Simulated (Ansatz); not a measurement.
# CHBO (SMILES B1=CO1): one structure at several levels

One table from this session's results is given with a row withheld; the runs are named, their logs left out.

Computed with Ansatz 0.2.0, Gaussian basis. Level: single points in def2-TZVPP.

Correlated methods freeze the cores.

### The system as given

SMILES `B1=CO1`, 4 atoms, charge 0, spin multiplicity 1.

Atoms are counted from 1 here; the program's logs count them from 0.

Bond lengths: B1–C2 1.644 Å, B1–O3 1.539 Å, C2–O3 1.259 Å, C2–H4 1.127 Å. Angles: C2–B1–O3 46.4°, B1–C2–O3 62.4°, B1–C2–H4 168.1°, O3–C2–H4 122.4°, B1–O3–C2 71.2°.

Coordinates:

```mol
CHBO
  3D, bonds by distance, orders not assigned

  4  4  0  0  0  0  0  0  0  0999 V2000
   -1.3135   -0.3570    0.0890 B   0  0
    0.1730    0.3440    0.1064 C   0  0
    0.1197   -0.9083   -0.0059 O   0  0
    1.1189    0.9272   -0.0787 H   0  0
  1  2  8  0
  1  3  8  0
  2  3  8  0
  2  4  8  0
M  END
```

Set-up of the first run:

The input, run/in.yaml:

```yaml
crystal:
  periodic: [false, false, false]
  atoms:
    - {symbol: B, position_ang: [-1.313470, -0.357024, 0.088968]}
    - {symbol: C, position_ang: [0.173012, 0.344011, 0.106391]}
    - {symbol: O, position_ang: [0.119743, -0.908341, -0.005932]}
    - {symbol: H, position_ang: [1.118861, 0.927220, -0.078675]}
basis:
  gaussian: {orbitals: def2-TZVPP}
hamiltonian: {xc: pbe, dispersion: d4}
output: {forces: true}
```

Started as:

```bash
> ansatz run in.yaml --threads 2 --pin off --events-out ev --progress --plain --max-ram 3481MiB
```

Among the steps run: PBE-D4/def2-TZVPP; r2SCAN-D4/def2-TZVPP; PBE0-D4/def2-TZVPP; wB97M-V/def2-TZVPP; CCSD(T)/def2-TZVPP.

One of the session's tables, all rows but one given; the rest of the session is left out.

```
   method  RMS force component (eV/Å)  angle to CCSD(T) forces (°)  dipole (D)
   PBE-D4                       0.653                         14.1        4.06
r2SCAN-D4                       0.531                         16.9        4.17
  PBE0-D4                           ?                            ?           ?
  wB97M-V                       0.501                         30.3        4.10
  CCSD(T)                       0.667                    reference        3.94
```

Estimate the missing values for PBE0-D4.

The run gave: RMS force component (eV/Å): 0.480; angle to CCSD(T) forces (°): 39.4; dipole (D): 4.15. In the column «RMS force component (eV/Å)» it is the lowest.

Limits of these values: CCSD(T) in triple zeta still lacks some correlation energy of the bonds, so part of these gaps is its own basis error and they don't rank the functionals.
